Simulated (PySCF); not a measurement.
## Unknown compound

Molecular formula: C$_{2}$H$_{5}$NO. Simulated spectra:

¹H NMR (300 MHz, computed): δ 6.77 (br s, 1H), 6.77 (q, 1H), 1.92 (d, 3H).

¹³C{¹H} NMR (computed): δ 155.7 (CH), 11.7 (CH3).

- PBE0-D3(BJ)/def2-TZVP geometry
- shieldings: GIAO PBE0/pcSseg-2
- program: PySCF 2.14.0 with density-fitted response routines
- rapidly exchanging positions averaged, a single conformation, gas phase, relativity neglected

References, each an isolated molecule treated in the same way: ¹H (31.52 ppm) and ¹³C (186.03 ppm) against TMS.

Q: Which candidate is it?
A. C/C=N/O
B. CNC=O
C. C/C=N\O
D. CC(N)=O

A: C. 

The formula gives 1 degree of unsaturation (no ring in the answer). 2 carbon signals for 2 carbons: no two carbons are equivalent. Carbon types of the structure: 1 × CH, 1 × CH3, leaving 1 H on heteroatoms. δC 155.7: C=N carbon. δC 11.7: methyl carbon; a saturated carbon with 1 carbon neighbour and no heteroatom attached. δH 6.77: hydrogen on a N–OH oxygen; exchangeable, gas-phase position. δH 6.77: hydrogen on a C=N carbon. δH 1.92: hydrogen on a methyl carbon.

The others: CC(N)=O would give 1 signal for carbon-bound and other non-exchanging H, not 2; C/C=N/O has carbons computed at 155.3, 18.5; CNC=O has carbons computed at 166.2, 24.0.

Exchangeable OH/NH protons stand at their gas-phase positions; hydrogen bonding in a real sample shifts them, mostly to higher δ. Shifts are as computed. Against solution values, carbons near 30 ppm lie about +3 ppm off and those near 130 ppm about +9 ppm. Of 1211 compounds with measured shifts, 218 miss one by over three times the rms of a fit or turn the order of signals round; such compounds aren't used in these exercises. Multiplicities follow the n + 1 count of equivalent neighbours, as no J values were calculated; m marks all less simple cases, F and P coupling included.
